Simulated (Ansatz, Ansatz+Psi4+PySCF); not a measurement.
```xyz
8

B     0.0000    0.0000   -0.8423
N     0.0000    0.0000    0.6620
H     0.0000   -1.0859   -1.1425
H    -0.9404    0.5429   -1.1425
H     0.9404    0.5429   -1.1425
H     0.0000    0.8753    1.0016
H    -0.7580   -0.4376    1.0016
H     0.7580   -0.4376    1.0016
```

Basis set: cc-pVTZ (spherical functions). Correlated methods keep 2 orbitals frozen. Charge 0, multiplicity 1.

Computed with Ansatz (development build ahead of 0.2.0); each method stands on the lowest determinant of its kind that the runs found. Restricted open shells among the atoms or ions are ROHF, correlated in semicanonical orbitals with singles.

Question: Give the atomization energy at this shape (free ground-state atoms in the same class of orbitals less the molecule, no zero-point energy) of singlet BNH6 by RHF-MP2, RHF.

Answer:

| method | atomization energy |
| --- | --- |
| RHF-MP2 | 24.94 eV |
| RHF | 18.98 eV |

Caution: no unrestricted run beside it, a lower state can exist; the shape is not the minimum.
